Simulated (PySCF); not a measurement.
Process, species as SMILES: N=C=O + 4 [H][H] (H2) → C (CH4) + N (NH3) + O (H2O)
B3LYP-D3(BJ)/def2-TZVP geometries, fixed; electronic energies without zero-point terms.

Effect of the atomic grid (radial, angular points) at r2SCAN/aug-cc-pVTZ with PySCF, against the last row, where the energy of full hydrogenation is -74.43 kcal/mol. Cost is core time over that of atom_grid: 30, 110, unpruned, rough, on shared machines of one kind.

```
setting                        grid points, largest species  largest shift of a total energy (mEh)  shift of the energy of full hydrogenation (kcal/mol)  cost
-----------------------------  ----------------------------  -------------------------------------  ----------------------------------------------------  ----
atom_grid: 30, 110, unpruned                          16504                                 -0.548                                                -0.118    1×
atom_grid: 50, 194, unpruned                          48504                                  0.096                                                -0.010    2×
atom_grid: 75, 302, unpruned                         113256                                  0.013                                                -0.006    3×
atom_grid: 99, 590, unpruned                         292056                                 -0.004                                                -0.002    6×
atom_grid: 150, 974, unpruned                        730504                                  0.000                                                 0.000   10×
```

Within 0.05 kcal/mol in the energy of full hydrogenation: atom_grid: 50, 194, unpruned; atom_grid: 75, 302, unpruned; atom_grid: 99, 590, unpruned. The largest shift is 0.548 mEh in a total energy and 0.118 kcal/mol in the difference.
